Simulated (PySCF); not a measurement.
PySCF input (PW6B95/def2-TZVPD):

```python
from pyscf import gto, scf, dft

mol = gto.M(
    atom='''
    O    -1.08887154   -0.44118669   -0.01223018
    C    -0.05027312    0.20044672    0.00177486
    O     1.16824354    0.12471821    0.00942801
    H    -0.33333734    1.32906756    0.01176824
    ''',
    basis='def2-tzvpd',
    charge=0,
    spin=1,
    verbose=4,
)

mf = dft.UKS(mol, xc='pw6b95').density_fit(auxbasis='def2-universal-jkfit')
mf.grids.level = 3
mf.conv_tol = 1e-9
mf.max_cycle = 100
mf.max_memory = 1500
mf.kernel()
if not mf.converged:
    mf = mf.newton()
    mf.kernel(mf.make_rdm1())
for _ in range(2):
    mo, _, stable, _ = mf.stability(return_status=True)
    if stable:
        break
    mf.kernel(mf.make_rdm1(mo, mf.mo_occ))
mf.analyze()
```

End of the output:

```
Extra cycle  E= -189.375259422275  delta_E= -1.06e-11  |g|= 2.37e-06  |ddm|= 4.54e-06
converged SCF energy = -189.375259422275  <S^2> = 0.75694698  2S+1 = 2.006935
uhf_internal: lowest eigs of H = [0.07686413 0.08993765 0.36902617]
<class 'pyscf.df.df_jk.DFUKS'> wavefunction is stable in the internal stability analysis
**** SCF Summaries ****
Total Energy =                        -189.375259422275008
Nuclear Repulsion Energy =              63.290577996821710
One-electron Energy =                 -383.640993319908773
Two-electron Energy =                  130.975155900812069
Two-electron Coulomb Energy =          154.099101848393389
DFT Exchange-Correlation Energy =      -23.123945947581333
HOMO-LUMO gap [eV] =                     3.667488768474089
**** MO energy ****
                             alpha | beta                alpha | beta
MO #1   energy= -19.3712469611588  | -19.3603982260878  occ= 1 | 1
MO #2   energy= -19.3712387173892  | -19.3603802008496  occ= 1 | 1
MO #3   energy= -10.4696828684397  | -10.4712281241214  occ= 1 | 1
MO #4   energy= -1.18028893047695  | -1.15784079741284  occ= 1 | 1
MO #5   energy= -1.11754712270228  | -1.08967856902147  occ= 1 | 1
MO #6   energy= -0.667221788422747 | -0.625414244980199 occ= 1 | 1
MO #7   energy= -0.568061782456635 | -0.550686669990849 occ= 1 | 1
MO #8   energy= -0.542966976140296 | -0.514960585042227 occ= 1 | 1
MO #9   energy= -0.516482990320853 | -0.510375751971752 occ= 1 | 1
MO #10  energy= -0.401763382762214 | -0.371373948429238 occ= 1 | 1
MO #11  energy= -0.384419980478091 | -0.340875331772502 occ= 1 | 1
MO #12  energy= -0.360938980055476 | -0.206097604324935 occ= 1 | 0
MO #13  energy= -0.00922931815253654 | -0.00386094829616469 occ= 0 | 0
MO #14  energy= 0.006389775250284  | 0.012526408273182  occ= 0 | 0
MO #15  energy= 0.0337576873685563 | 0.041482001975     occ= 0 | 0
MO #16  energy= 0.05688892682035   | 0.0579687501213654 occ= 0 | 0
MO #17  energy= 0.0587196307822512 | 0.0600612853610089 occ= 0 | 0
MO #18  energy= 0.100004853088343  | 0.103954510593485  occ= 0 | 0
MO #19  energy= 0.10025444964835   | 0.104589418467114  occ= 0 | 0
MO #20  energy= 0.11019991213209   | 0.111183609580384  occ= 0 | 0
MO #21  energy= 0.110681526876599  | 0.11872226078757   occ= 0 | 0
MO #22  energy= 0.166813510503928  | 0.170580438831703  occ= 0 | 0
MO #23  energy= 0.178592228312948  | 0.181663900062615  occ= 0 | 0
MO #24  energy= 0.180373294754333  | 0.186212973923767  occ= 0 | 0
MO #25  energy= 0.223200740368096  | 0.234217833790993  occ= 0 | 0
MO #26  energy= 0.252175714358706  | 0.26149846613127   occ= 0 | 0
MO #27  energy= 0.266037242248077  | 0.270034784753648  occ= 0 | 0
MO #28  energy= 0.28075348982156   | 0.281760521672672  occ= 0 | 0
MO #29  energy= 0.312578300085851  | 0.317242819234763  occ= 0 | 0
MO #30  energy= 0.321808283890871  | 0.323161514603913  occ= 0 | 0
MO #31  energy= 0.332049652372931  | 0.334437995139722  occ= 0 | 0
MO #32  energy= 0.33527658998233   | 0.340208532400818  occ= 0 | 0
MO #33  energy= 0.353185590934563  | 0.360492118101856  occ= 0 | 0
MO #34  energy= 0.39453946177235   | 0.402947885083219  occ= 0 | 0
MO #35  energy= 0.401912209000472  | 0.403747062929025  occ= 0 | 0
MO #36  energy= 0.423301869024035  | 0.426465148470099  occ= 0 | 0
MO #37  energy= 0.442663273158442  | 0.444240153865542  occ= 0 | 0
MO #38  energy= 0.454222204887862  | 0.462613243502568  occ= 0 | 0
MO #39  energy= 0.480654751077377  | 0.481919964703411  occ= 0 | 0
MO #40  energy= 0.498432603459842  | 0.502115423881662  occ= 0 | 0
MO #41  energy= 0.521978272744075  | 0.529070303579635  occ= 0 | 0
MO #42  energy= 0.547378309305956  | 0.547825882484625  occ= 0 | 0
MO #43  energy= 0.56378448699235   | 0.56903688877659   occ= 0 | 0
MO #44  energy= 0.56527986119568   | 0.570044287430345  occ= 0 | 0
MO #45  energy= 0.595958462978484  | 0.598123681913126  occ= 0 | 0
MO #46  energy= 0.618505890654394  | 0.635402182840703  occ= 0 | 0
MO #47  energy= 0.693042529415302  | 0.696381671152103  occ= 0 | 0
MO #48  energy= 0.711626576363903  | 0.721902834543567  occ= 0 | 0
MO #49  energy= 0.764755490194155  | 0.771464471546853  occ= 0 | 0
MO #50  energy= 0.810448083382926  | 0.815622287924164  occ= 0 | 0
MO #51  energy= 0.838839794639121  | 0.846188013439999  occ= 0 | 0
MO #52  energy= 0.859790025446631  | 0.86744978871585   occ= 0 | 0
MO #53  energy= 0.864369509961926  | 0.868979177786443  occ= 0 | 0
MO #54  energy= 0.888543620749456  | 0.891746373459707  occ= 0 | 0
MO #55  energy= 0.938495733044306  | 0.94794865915442   occ= 0 | 0
MO #56  energy= 0.984232970015281  | 0.992310465081403  occ= 0 | 0
MO #57  energy= 1.07097155257694   | 1.07544665330198   occ= 0 | 0
MO #58  energy= 1.11399043652596   | 1.11668452135023   occ= 0 | 0
MO #59  energy= 1.1164006278585    | 1.11815166389533   occ= 0 | 0
MO #60  energy= 1.25224124435723   | 1.26273241346296   occ= 0 | 0
MO #61  energy= 1.44093630816208   | 1.45251254769122   occ= 0 | 0
MO #62  energy= 1.54353787718356   | 1.55512156891221   occ= 0 | 0
MO #63  energy= 1.64852420091602   | 1.65790022779301   occ= 0 | 0
MO #64  energy= 1.65533942980527   | 1.665910375084     occ= 0 | 0
MO #65  energy= 1.677548005124     | 1.68953838375408   occ= 0 | 0
MO #66  energy= 1.68394653468955   | 1.69265855814094   occ= 0 | 0
MO #67  energy= 1.71528188684471   | 1.74299212185675   occ= 0 | 0
MO #68  energy= 1.81805866739798   | 1.83483683672449   occ= 0 | 0
MO #69  energy= 1.91002629262038   | 1.92211416681671   occ= 0 | 0
MO #70  energy= 1.97907848755598   | 1.98322354622152   occ= 0 | 0
MO #71  energy= 1.98176477388174   | 1.99640155736815   occ= 0 | 0
MO #72  energy= 2.02268331848571   | 2.02835134588832   occ= 0 | 0
MO #73  energy= 2.10619527713071   | 2.11404354806944   occ= 0 | 0
MO #74  energy= 2.18141855151883   | 2.19610174422691   occ= 0 | 0
MO #75  energy= 2.24257607651734   | 2.27090699687666   occ= 0 | 0
MO #76  energy= 2.3120966804677    | 2.3203002487       occ= 0 | 0
MO #77  energy= 2.4030508371338    | 2.41529500747229   occ= 0 | 0
MO #78  energy= 2.49202083910079   | 2.51679547855658   occ= 0 | 0
MO #79  energy= 2.53977607761194   | 2.57325236242445   occ= 0 | 0
MO #80  energy= 2.78267982705434   | 2.78961863025283   occ= 0 | 0
MO #81  energy= 2.78918679824943   | 2.79420998847036   occ= 0 | 0
MO #82  energy= 2.94667292622825   | 2.95476601528947   occ= 0 | 0
MO #83  energy= 3.00557545982969   | 3.0183958415234    occ= 0 | 0
MO #84  energy= 3.01629402562694   | 3.02478287439968   occ= 0 | 0
MO #85  energy= 3.03323363145069   | 3.03315184911056   occ= 0 | 0
MO #86  energy= 3.09964402233928   | 3.09724940416802   occ= 0 | 0
MO #87  energy= 3.1097617890055    | 3.11628453258529   occ= 0 | 0
MO #88  energy= 3.13696466563161   | 3.15613144324084   occ= 0 | 0
MO #89  energy= 3.18608529161477   | 3.1975409511636    occ= 0 | 0
MO #90  energy= 3.2372031651895    | 3.25517396046336   occ= 0 | 0
MO #91  energy= 3.29168480913077   | 3.3003791333895    occ= 0 | 0
MO #92  energy= 3.37062735319915   | 3.38765124627478   occ= 0 | 0
MO #93  energy= 3.40712450780566   | 3.40975407009388   occ= 0 | 0
MO #94  energy= 3.64615966049822   | 3.64790013883048   occ= 0 | 0
MO #95  energy= 3.81574757414412   | 3.83292147096253   occ= 0 | 0
MO #96  energy= 4.01175626992869   | 4.01510797654737   occ= 0 | 0
MO #97  energy= 4.13505286191106   | 4.14940708572944   occ= 0 | 0
MO #98  energy= 4.36057127096776   | 4.37092922808736   occ= 0 | 0
MO #99  energy= 4.5784471675246    | 4.5882890175838    occ= 0 | 0
MO #100 energy= 5.07137378857637   | 5.08742892950233   occ= 0 | 0
MO #101 energy= 5.07505074158107   | 5.09105597429529   occ= 0 | 0
MO #102 energy= 5.11020902461986   | 5.13053572777552   occ= 0 | 0
MO #103 energy= 5.1379174001955    | 5.15786802822712   occ= 0 | 0
MO #104 energy= 5.34122136791817   | 5.34865269141827   occ= 0 | 0
[...]
```

It need not be the lowest isomer of its formula.
